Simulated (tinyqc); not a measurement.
CCSD on RHF in the sto-3g basis, frozen core, for H3O+, spin multiplicity 1, step by step. One step of it, computed by the program tinyqc.

Task: CCSD: starting amplitudes. t_ij^ab = <ij||ab> / (e_i + e_j - e_a - e_b), whose energy is MP2.

orbital energies (hartree): MO1 -20.801878, MO2 -1.701392, MO3 -1.038828, MO4 -1.038791, MO5 -0.859536, MO6 0.025939, MO7 0.244866, MO8 0.245036

Two-electron integrals over orbitals (pq|rs), unique and non-zero (hartree); the lowest 1 orbital is frozen and left out:
```
(22|22) 0.717796    (32|22) 0.000040    (32|32) 0.136578    (33|22) 0.647875
(33|32) 0.034675    (33|33) 0.651468    (42|42) 0.136551    (43|42) -0.034721
(43|43) 0.041888    (44|22) 0.647823    (44|32) -0.034712   (44|33) 0.567706
(44|44) 0.651436    (52|22) -0.003816   (52|32) -5.83e-08   (52|33) 0.001284
(52|44) 0.001282    (52|52) 0.152030    (53|22) -3.98e-06   (53|32) 0.000545
(53|33) -0.001526   (53|44) 0.001518    (53|52) -0.000024   (53|53) 0.032349
(54|42) 0.000543    (54|43) 0.001522    (54|54) 0.032347    (55|22) 0.756095
(55|32) -0.000019   (55|33) 0.651216    (55|44) 0.651187    (55|52) 0.022339
(55|53) -0.000011   (55|55) 0.879242    (62|22) 0.133935    (62|32) -0.000059
(62|33) 0.092872    (62|44) 0.092853    (62|52) -0.007022   (62|53) -4.24e-06
(62|55) 0.166577    (62|62) 0.070223    (63|22) -0.000186   (63|32) -0.014154
(63|33) -0.028074   (63|44) 0.027805    (63|52) -0.000007   (63|53) 0.002139
(63|55) -0.000207   (63|62) -0.000108   (63|63) 0.057563    (64|42) -0.014223
(64|43) 0.027953    (64|54) 0.002145    (64|64) 0.057679    (65|22) -0.020392
(65|32) -0.000008   (65|33) -0.011203   (65|44) -0.011194   (65|52) 0.069576
(65|53) -0.000033   (65|55) -0.015749   (65|62) -0.013951   (65|63) 0.000015
(65|65) 0.038527    (66|22) 0.493502    (66|32) -0.000166   (66|33) 0.483642
(66|44) 0.483802    (66|52) -0.014744   (66|53) 0.000010    (66|55) 0.493934
(66|62) 0.033883    (66|63) 0.000067    (66|65) -0.010540   (66|66) 0.446170
(72|42) 0.053964    (72|43) 0.010067    (72|54) 0.004192    (72|64) 0.036535
(72|72) 0.055184    (73|42) 0.037747    (73|43) -0.005761   (73|54) -0.001673
(73|64) -0.027815   (73|72) 0.000248    (73|73) 0.033756    (74|22) 0.172151
(74|32) 0.037746    (74|33) 0.133164    (74|44) 0.121642    (74|52) 0.008714
(74|53) -0.001675   (74|55) 0.196946    (74|62) 0.085385    (74|63) -0.027864
(74|65) -0.008418   (74|66) 0.037138    (74|74) 0.148457    (75|42) 0.009080
(75|43) -0.003121   (75|54) 0.023216    (75|64) -0.004117   (75|72) 0.002823
(75|73) 0.003500    (75|75) 0.021051    (76|42) 0.100651    (76|43) -0.045600
(76|54) -0.003935   (76|64) -0.056199   (76|72) 0.007466    (76|73) 0.051635
(76|75) 0.007990    (76|76) 0.126978    (77|22) 0.573628    (77|32) -0.030133
(77|33) 0.512801    (77|44) 0.587951    (77|52) 0.001207    (77|53) 0.002819
(77|55) 0.576994    (77|62) 0.068428    (77|63) 0.043788    (77|65) -0.006968
(77|66) 0.470694    (77|74) 0.071351    (77|77) 0.570754    (82|22) -0.000173
(82|32) -0.053940   (82|33) 0.010000    (82|44) -0.010199   (82|52) 1.61e-06
(82|53) -0.004193   (82|55) -0.000190   (82|62) -0.000039   (82|63) -0.036546
(82|65) 0.000014    (82|66) -0.000038   (82|74) -0.000343   (82|77) -0.020020
(82|82) 0.055183    (83|22) -0.172096   (83|32) 0.037816    (83|33) -0.121609
(83|44) -0.133162   (83|52) -0.008713   (83|53) -0.001667   (83|55) -0.196920
(83|62) -0.085390   (83|63) -0.027680   (83|65) 0.008408    (83|66) -0.037312
(83|74) -0.082829   (83|77) -0.106116   (83|82) -0.000131   (83|83) 0.148505
(84|42) -0.037763   (84|43) 0.005744    (84|54) 0.001670    (84|64) 0.027765
(84|72) -0.000294   (84|73) -0.031816   (84|75) -0.003499   (84|76) -0.051605
(84|84) 0.033720    (85|22) 0.000007    (85|32) -0.009079   (85|33) -0.003110
(85|44) 0.003122    (85|52) -0.000073   (85|53) -0.023215   (85|55) 2.18e-06
(85|62) 0.000012    (85|63) 0.004107    (85|65) -0.000021   (85|66) 0.000022
(85|74) -0.003497   (85|77) 0.003592    (85|82) 0.002822    (85|83) -0.003507
(85|85) 0.021050    (86|22) -0.000006   (86|32) -0.100605   (86|33) -0.045465
(86|44) 0.045543    (86|52) 0.000011    (86|53) 0.003925    (86|55) 0.000027
(86|62) 0.000028    (86|63) 0.056006    (86|65) 0.000015    (86|66) 0.000239
(86|74) -0.051578   (86|77) 0.061413    (86|82) 0.007478    (86|83) -0.051690
(86|85) 0.007978    (86|86) 0.126732    (87|42) 0.030036    (87|43) -0.037549
(87|54) -0.002821   (87|64) -0.043878   (87|72) -0.019937   (87|73) 0.017330
(87|75) 0.003585    (87|76) 0.061376    (87|84) -0.017295   (87|87) 0.048244
(88|22) 0.573679    (88|32) 0.030321    (88|33) 0.588067    (88|44) 0.512727
(88|52) 0.001208    (88|53) -0.002830   (88|55) 0.577022    (88|62) 0.068455
(88|63) -0.044070   (88|65) -0.006979   (88|66) 0.470476    (88|74) 0.106196
(88|77) 0.473979    (88|82) 0.019839    (88|83) -0.071210   (88|85) -0.003602
(88|86) -0.061591   (88|88) 0.571005
```

Give: Starting amplitudes; correlation energy.

Result:

Starting amplitudes (spin orbitals 1a, 1b, ...; amplitudes related by a flip of all spins are not repeated; the 24 largest):
```
from      to        t
3a 3b  8a 8b  -0.0578
4a 4b  7a 7b  -0.0578
3a 4b  7b 8a  -0.0323
2a 4b  6a 7b  -0.0284
2a 3b  6a 8b   0.0284
4a 4b  6a 6b  -0.0271
3a 3b  6a 6b  -0.0270
5a 5b  6a 6b  -0.0218
2a 2b  6a 6b  -0.0203
3a 4a  7a 8a  -0.0199
2a 4a  6a 7a  -0.0162
2a 3a  6a 8a   0.0162
2a 2b  7a 7b  -0.0142
2a 2b  8a 8b  -0.0142
3a 3b  7a 7b  -0.0131
4a 4b  8a 8b  -0.0131
3a 4b  7a 8b   0.0124
2a 3b  6b 8a  -0.0121
2a 4b  6b 7a   0.0121
3a 4b  6a 7b   0.0119
3a 4b  6b 7a  -0.0118
4a 4b  6a 8b  -0.0118
3a 3b  6a 8b   0.0118
5a 5b  7a 7b  -0.0095
```

correlation energy = -0.051224 hartree
